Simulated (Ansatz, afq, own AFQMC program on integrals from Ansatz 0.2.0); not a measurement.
**N, quartet in cc-pVTZ, levels against full CI**

A free N atom.

Basis cc-pVTZ. Noble-gas cores (and the filled d shells of Ga–Kr and In–Xe) are frozen. Integrals, coupled cluster, full CI and functionals: Ansatz 0.2.0; the random walks run on the same integrals in our own AFQMC program. The CISD trial takes its coefficients from CCSD amplitudes. Released means that phaseless walkers are propagated on without the constraint, phases kept. Free projection: walkers drawn from exp(T), propagated without any constraint. Its projection time is finite, and what remains of the start isn't in its error. Uncertainties: one standard error, sampling alone.

Determinant: UHF, the one that the program's search chose, which needn't be the lowest solution.

Full CI on the same integrals is exact in this basis and with this determinant's frozen core.

The T1 diagnostic is 0.0053, the weight of the determinant in the CISD state is 0.965 and the ⟨S²⟩ of the determinant is 3.756. The size of the correlated space is 5 electrons in 29 orbitals.

Reference: full CI, correlation energy -3.113 eV. The released energy is read at 1.50 1/Eh (meV from the phaseless value at times in 1/Eh: -0.5 ± 0.5 at 0.24, -0.9 ± 0.4 at 0.50, -2.8 ± 0.4 at 1.00, -2.6 ± 0.5 at 1.50).

```csv
level,E − E(reference) (kJ/mol),share of correlation (%)
HF,300.3,0.00
MP2,48.4,83.87
CCSD,6.9,97.69
CCSD(T),0.9,99.68
CCSDT,0.1,99.96
CCSDT(Q),0.0,100.00
CCSDTQ,0.0,100.00
ph-AFQMC/HF,2.1 ± 1.0,99.30
ph-AFQMC/CISD,0.2 ± 0.05,99.93
released AFQMC,0.0 ± 0.05,100.02
free AFQMC,-0.1 ± 0.06,100.04
```

CCSDT and higher add their correlation energy to the determinant of the CCSD(T) run, since their own runs factorise the integrals more tightly (a shift of under 2 meV). Free projections are given only where their last times agree within the noise and don't stop above the reference; a slow remainder of the start can still hide under it. A walk keeps the symmetry of its determinant, which the program's search chose and which needn't be the lowest solution, so a lower state of the same spin and another symmetry isn't excluded. Released energies are given only where the last usable release times agree within the noise; a slower fall can still hide under it.
